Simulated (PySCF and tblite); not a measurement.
Values are calculated unless marked as measured or tabulated.
## Dynamics report: rotation

System: H2S2, numbered as in [SH:1][SH:2].

Motion: rotation about the S1–S2 bond (torsion H–S1–S2–H from -91° to 91°, rising). The path came from a restrained scan, a climbing-image band and a saddle search at GFN2-xTB; energies are PBE0/pcSseg-1 + D3(BJ)//PBE0-D3(BJ)/def2-TZVP, thermal terms GFN2-xTB. Rate constants are transition-state-theory values, counting equivalent paths, without tunnelling. Programs: tblite and PySCF.

```tsv
point	symmetry	E(GFN2) kcal/mol	E(DFT) kcal/mol	ZPE change kcal/mol	lowest mode cm⁻¹	dipole D
start	C2	0.0	0.0	0.00	326	1.59
saddle	C2v	6.0	8.3	-0.35	413i	2.23
end	C2	0.0	0.0	0.00	325	1.59
```

* Electronic barrier: 8.3 kcal/mol
* Barrier with zero-point energy: 7.9 kcal/mol
* ΔH‡ (298 K): 7.7 kcal/mol
* ΔS‡ (298 K, symmetry apart): -1.1 cal/(mol K)
* Paths: 1 equivalent path
* End point: the same structure with atoms interchanged, or its mirror image
* Mean lifetime of the start against this motion at 298 K: 120 ns
* Cost: 8.4 s on 1 thread of AMD EPYC 9R45 96-Core, on a host shared with other jobs (rough), peak memory 0.36 GiB, launched as `OMP_NUM_THREADS=1 python ens_run.py task.json out`

```json
{"T/K": "150", "ΔG‡ kcal/mol": "7.9", "k s⁻¹": "9.4"}
{"T/K": "200", "ΔG‡ kcal/mol": "7.9", "k s⁻¹": "9070"}
{"T/K": "250", "ΔG‡ kcal/mol": "8.0", "k s⁻¹": "5.7×10⁵"}
{"T/K": "298", "ΔG‡ kcal/mol": "8.0", "k s⁻¹": "8.4×10⁶"}
{"T/K": "350", "ΔG‡ kcal/mol": "8.1", "k s⁻¹": "6.6×10⁷"}
{"T/K": "400", "ΔG‡ kcal/mol": "8.2", "k s⁻¹": "3×10⁸"}
{"T/K": "500", "ΔG‡ kcal/mol": "8.3", "k s⁻¹": "2.4×10⁹"}
```

ΔG and ΔG‡ leave out symmetry numbers and mirror images; rates count paths: 1 out.
